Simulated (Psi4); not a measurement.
Process, species as SMILES: OO (H2O2) + H+ → O[OH2+]
B3LYP-D3(BJ)/def2-TZVP geometries, fixed; electronic energies without zero-point terms; positive where energy is released.
Largest species:
```xyz
5

O      0.1360     0.5595    -0.3416
O     -0.1596    -0.6562     0.3979
H      1.0537     0.8157    -0.0797
H     -0.3477    -1.2726    -0.3451
H     -0.5172     1.2304    -0.0259
```
Charge +1, spin multiplicity 1.

Effect of the treatment of two-electron integrals at M06-2X/cc-pVTZ with Psi4, against the last row, where the proton affinity is 166.66 kcal/mol.

| setting | largest shift of a total energy (mEh) | shift of the proton affinity (kcal/mol) |
|---|---|---|
| scf_type: df | 0.013 | -0.002 |
| scf_type: cd | -0.017 | -0.002 |
| scf_type: pk | 0.000 | 0.000 |

Within 0.02 kcal/mol in the proton affinity: scf_type: df; scf_type: cd. The largest shift is 0.017 mEh in a total energy and 0.002 kcal/mol in the difference.
